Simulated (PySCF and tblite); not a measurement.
Values are calculated unless marked as measured or tabulated.
C4H6NO (charge -1), numbered as in [CH3:1][CH2:2][O:3][CH-:4][C:5]#[N:6].

Conformers came from 90 starts (ETKDG and KDG, MMFF94s, GFN2-xTB); geometries are GFN2-xTB. Free energies are PBE0-D3(BJ)/def2-SVP single points with GFN2-xTB rigid-rotor and vibrational terms (modes under about 100 cm⁻¹ blended into free rotors). Symmetry numbers and mirror images are counted. Conformers within 3 kcal/mol (GFN2-xTB free energy) were kept, 10 at most. (PySCF 2.14, tblite 0.8.)

Torsions listed: C1–C2–O3–C4, C2–O3–C4–C5. Of a mirror pair one member is shown.

```tsv
conformer	shape	symmetry
1	-65°, -87°	C1 (pair)
2	180°, -98°	C1 (pair)
3	180°, -70°	C1 (pair)
4	-77°, 73°	C1 (pair)
```

(1) Which of these conformers is the most populated at 298.15 K, and with what share?

(2) Give the DFT energies and free energies relative to the lowest, and all weights.

(3) How does its share change from 180 K to 400 K?

The ion is treated without a counter-ion. The highest orbital of this anion is unbound, so its values hang on the basis.

## Answers

(1) Conformer 2, about 42 %. The lead over the next is within the error of the method.

(2) 
| conformer | shape | E(DFT) kcal/mol | G(298.15 K) kcal/mol | weight % |
| --- | --- | --- | --- | --- |
| 1 | -65°, -87° | 0.50 | 0.49 | 18.2 |
| 2 | 180°, -98° | 0.65 | 0.00 | 41.8 |
| 3 | 180°, -70° | 0.00 | 0.22 | 28.9 |
| 4 | -77°, 73° | 0.28 | 0.79 | 11.0 |

(3) From 38 % to 43 %; the mixing entropy goes from 3.83 to 3.92 cal/(mol K).
